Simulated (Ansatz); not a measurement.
Coupled-cluster run, `N=CC(N)=O`.

```yaml
crystal:
  periodic: [false, false, false]
  atoms:
    - {symbol: N, position_ang: [-0.292311, 1.542730, 0.134533]}
    - {symbol: C, position_ang: [0.493884, 0.725423, -0.417642]}
    - {symbol: C, position_ang: [0.335601, -0.757711, -0.205257]}
    - {symbol: N, position_ang: [-0.686950, -1.091868, 0.599179]}
    - {symbol: O, position_ang: [1.098466, -1.534823, -0.742422]}
    - {symbol: H, position_ang: [-0.064825, 2.507867, -0.098925]}
    - {symbol: H, position_ang: [1.330432, 0.981642, -1.074496]}
    - {symbol: H, position_ang: [-0.868737, -2.058880, 0.797396]}
    - {symbol: H, position_ang: [-1.257061, -0.360581, 0.990536]}
basis:
  gaussian: {orbitals: def2-SVP}
correlation: {method: ccsd_t}
```

```sh
$ ansatz run in.yaml --threads 4 --pin off --events-out ev --progress --plain
```

Output of Ansatz, abridged:

```
Functional definition: HF
  name "HF"
  cite "Fock, Z. Phys. 61, 126 (1930) doi:10.1007/BF01340294"
  parent pbe
  exchange = exact_x
  correlation = 0
911 factors; integrals over basis functions are off by at most 1.2e-3 eV
mean field evaluation 1: about -7114.9936 eV, gradient 4.3e1 eV
mean field evaluation 2: about -7115.1407 eV, gradient 4.3e1 eV
mean field evaluation 4: about -7119.1207 eV, gradient 4.6e0 eV
mean field evaluation 8: about -7119.2019 eV, gradient 5.2e-1 eV
mean field -7119.20421914 eV, -261.6259294833 hartree, gradient 8.4e-6 eV, S^2 0.000000; 0 other end points of the search recorded, 0 dependent functions left out; unrestricted orbitals would lower it
5 core orbitals not correlated: weight in the atoms' cores, before any rotation towards them, 1.000 or more for the frozen orbitals, at most 0.000 for the correlated occupied ones
reference -7119.20421914 eV, -261.6259294833 hartree; 14, 14 occupied and 71, 71 virtual orbitals, 911 factors
second order -20.82481408 eV of doubles, -0.00000000 eV of singles
cycle   1  -20.88858906 eV  change   -6.4e-2 eV  update   1.2e-1
cycle   2  -21.45065165 eV  change   -5.6e-1 eV  update   3.7e-2
cycle   3  -21.62118533 eV  change   -1.7e-1 eV  update   2.0e-2
cycle   4  -21.61840876 eV  change    2.8e-3 eV  update   5.3e-3
cycle   5  -21.61450486 eV  change    3.9e-3 eV  update   2.3e-3
cycle   6  -21.61554064 eV  change   -1.0e-3 eV  update   7.1e-4
cycle   7  -21.61523677 eV  change    3.0e-4 eV  update   2.3e-4
cycle   8  -21.61510433 eV  change    1.3e-4 eV  update   8.4e-5
cycle   9  -21.61510451 eV  change   -1.7e-7 eV  update   3.2e-5
perturbative correction -0.74589606 eV, -0.0274111748 hartree
Total energy: -7141.56521970 eV, -262.4476810974 hartree
```

It took 3.6 s on 4 threads of a server CPU on a shared host, with 0.38 GiB of host memory at the peak.

Correlation energy per correlated electron: -0.799 eV. T1 diagnostic: 0.0153.
